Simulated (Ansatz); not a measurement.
bcc Mo, treated with RPBE (Ansatz, a first-principles code, plane waves, PAW).

Settings: plane-wave cutoff 520 eV, 28×28×28 k mesh, Fermi–Dirac smearing 0.081 eV (set by the program), no spin polarisation, scalar-relativistic PAW data made under PBE.

Computed at the level's own relaxed cell.

Hill averages of the elastic tensor: K = 249.0 GPa, G = 113.3 GPa. Volume 16.003 Å³/atom, mean atomic mass 95.940 u.

Problem. Work out the density, the sound velocities of a polycrystal and the elastic Debye temperature, and Pugh's ratio at this level.

Solution. ρ = 1.66054 × 95.940/16.003 = 9.955 g/cm³. v_l = √[(K + 4G/3)/ρ] = 6.339 km/s and v_t = √(G/ρ) = 3.374 km/s. The mean follows from 3/v_m³ = 1/v_l³ + 2/v_t³: v_m = 3.770 km/s. Θ_D = (ħ/k_B) v_m (6π²/V)^(1/3) = 76.38 K Å s/km × 3.770 × 1.5467 Å⁻¹ = 445 K, counting all atoms of the cell. K/G = 2.20, to be set beside Pugh's rough bound of 1.75 between brittle and ductile metals.

Note: shear constants of such metals converge slowly with the k mesh.
